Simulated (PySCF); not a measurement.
Structure problem from calculated spectra and properties.

Elements present: C and H. Monoisotopic mass: 79.0542 u (electron mass counted); charge +1.

| Item | Value |
| --- | --- |
| UV, first state | lowest singlet excitation: 4.15 eV (298 nm, f = 0.114) [TDDFT wB97X-D/def2-SVPD] |
| UV, strongest line | among the 8 lowest singlet transitions: S6 at 7.46 eV (166 nm, f = 0.563) [TDDFT wB97X-D/def2-SVPD] |
| Rotational structure | rotational constants A, B, C: 5.443, 5.421, 2.758 GHz [GFN2-xTB] |
| Triplet | lowest triplet excitation (Tamm–Dancoff): 2.44 eV [TDA wB97X-D/def2-SVPD] |
| Couplings | largest of the computed one-bond spin–spin couplings (means over like bonds): 13C–1H +183.7 (×2), 13C–1H +183.5 (×2), 13C–1H +179.0, 13C–1H +127.5 (×2), 13C–13C +60.5 (×2), 13C–13C +54.6 (×2), 13C–13C +41.7 (×2) Hz [B3LYP/pcJ-1, spin–dipole term left out] |
| Polarisability | 61.8 au [wB97X-D/def2-SVPD] |
| 13C NMR | chemical shifts (computed TMS as zero) by class: 196.6 (2 C), 183.0 (1 C), 143.3 (2 C), 53.2 (1 C) ppm [GIAO PBE0/pcSseg-1] |
| 1H NMR | chemical shifts (computed TMS as zero) by class: 9.86 (2 H), 9.74 (1 H), 8.82 (2 H), 5.46 (2 H) ppm [GIAO PBE0/pcSseg-1] |

Electronic properties: PySCF, gas phase, density fitting. Levels stand in brackets. Isolated species at its GFN2-xTB geometry, gas phase. NMR classes are plain means over equivalent atoms (diastereotopic ones count apart unless rotation or inversion swaps them), as if these changed places fast.

Q: Which formula fits the mass and the elements?

A: C6H7 (calculated 79.0542). No other formula that holds each of these elements comes within 0.0003 u with a fitting electron parity and a possible valence count.

Q: Propose a structure and show how it fits.

A: Numbering: `[CH:1]1=[CH:2][CH+:3][CH2:4][CH:5]=[CH:6]1`. 6 carbons fall into 4 classes; from least to most shielded: carbon bonded to 2 C and H [C3/C5] (196.6 ppm, 2 C), carbon bonded to 2 C and H [C1] (183.0 ppm), carbon bonded to 2 C and H [C2/C6] (143.3 ppm, 2 C), allylic carbon [C4] (53.2 ppm). Hydrogen classes from least to most shielded: 2 H on 2 like atoms (carbon bonded to 2 C and H), C3/C5 (9.86 ppm), 1 H on a carbon bonded to 2 C and H, C1 (9.74 ppm), 2 H on 2 like atoms (carbon bonded to 2 C and H), C2/C6 (8.82 ppm), 2 H on an allylic carbon, C4 (5.46 ppm). The couplings run between: +183.7 Hz, carbon bonded to 2 C and H [C3] and its hydrogen (with 1 like pair); +183.5 Hz, carbon bonded to 2 C and H [C2] and its hydrogen (with 1 like pair); +179.0 Hz, carbon bonded to 2 C and H [C1] and its hydrogen; +127.5 Hz, allylic carbon [C4] and its hydrogen (with 1 like pair); +60.5 Hz, carbon bonded to 2 C and H [C2] and carbon bonded to 2 C and H [C3] (with 1 like pair); +54.6 Hz, carbon bonded to 2 C and H [C1] and carbon bonded to 2 C and H [C2] (with 1 like pair); +41.7 Hz, carbon bonded to 2 C and H [C3] and allylic carbon [C4] (with 1 like pair). S1 is mainly HOMO→LUMO (weight 0.98); the largest Löwdin shares of the orbital it empties are 0.21 on each of 2 atoms of one kind (carbon bonded to 2 C and H) and 0.20 on each of 2 atoms of one kind (carbon bonded to 2 C and H), of the orbital it fills 0.26 on a carbon bonded to 2 C and H, 0.18 on each of 2 atoms of one kind (carbon bonded to 2 C and H) and 0.07 on the allylic carbon. The optimised geometry has point group C2v and is an asymmetric top. Structure: `C1=C[CH+]CC=C1`. The assignments are read from this structure; whether some other isomer fits the data as well wasn't checked.
